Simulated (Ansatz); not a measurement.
Two members of one family (Series AlH2X), computed with Ansatz in the gas phase. The two geometries come from different levels. Binding counts from free atoms in the multiplicity of their measured ground term, without zero-point energy. A dash marks a value that wasn't run or was left out as unsound. The structures are stationary points that may keep the symmetry of their start. Remarks come from the PBE and PBE0 runs and from stability tests at other levels; not every state was tested. HOMO above LUMO (over both spins in singlets and doublets, within one spin in higher multiplets; at PBE or PBE0), or a gap under 0.15 eV within one spin, warns that the state may not be the lowest or that an electron is smeared out.

First: AlH2Et (singlet, charge 0, PBE0-D4/def2-TZVP geometry).

```xyz
10

Al    0.127   -0.832    1.440
H    -0.168   -2.396    1.398
H     1.068   -0.265    2.593
C    -0.600    0.355    0.059
C     0.298    0.428   -1.184
H    -0.735    1.360    0.471
H    -1.597    0.006   -0.233
H    -0.121    1.086   -1.951
H     1.294    0.812   -0.946
H     0.433   -0.554   -1.647
```

| level | HOMO (eV) | LUMO (eV) | gap (eV) | vertical IE (eV) | binding per atom (eV) |
| --- | --- | --- | --- | --- | --- |
| PBE-D4/def2-TZVP | -6.28 | -2.12 | 4.16 | 9.44 | 3.51 |
| r2SCAN-D4/def2-TZVP | -6.52 | -1.77 | 4.75 | 9.50 | 3.50 |
| B3LYP-D4/6-31G | -7.22 | -1.59 | 5.63 | – | 3.43 |
| PBE0-D4/def2-SVP | -7.51 | -1.31 | 6.20 | – | 3.51 |
| PBE0-D4/def2-TZVP | -7.52 | -1.35 | 6.17 | 9.65 | 3.49 |

Remarks: gap within one spin near zero at PBE or PBE0 (+1 doublet).

Second: AlH2(CH2SiH3) (singlet, charge 0, r2SCAN-D4/def2-TZVP geometry).

```xyz
10

Al    0.648   -1.678    0.098
H     0.976   -2.409   -1.271
H     0.247   -2.521    1.380
C     0.714    0.265    0.196
Si   -0.908    1.108   -0.190
H     1.011    0.577    1.205
H     1.458    0.648   -0.511
H    -1.366    0.752   -1.560
H    -1.964    0.666    0.763
H    -0.815    2.591   -0.111
```

Question: Estimate how these quantities change from the first to the second (second minus first).

Answer: 
| level | Δ HOMO (eV) | Δ LUMO (eV) | Δ gap (eV) | Δ vertical IE (eV) | Δ binding per atom (eV) |
| --- | --- | --- | --- | --- | --- |
| PBE-D4/def2-TZVP | -0.59 | -0.13 | 0.46 | – | -0.38 |
| r2SCAN-D4/def2-TZVP | -0.62 | -0.15 | 0.48 | 0.40 | -0.33 |
| B3LYP-D4/6-31G | -0.54 | -0.09 | 0.45 | – | -0.43 |
| PBE0-D4/def2-SVP | -0.58 | -0.14 | 0.44 | – | -0.38 |
| PBE0-D4/def2-TZVP | -0.57 | -0.13 | 0.44 | 0.42 | -0.36 |

Remarks: gap within one spin near zero at PBE or PBE0 (+1 doublet), HOMO above LUMO (+1 doublet).
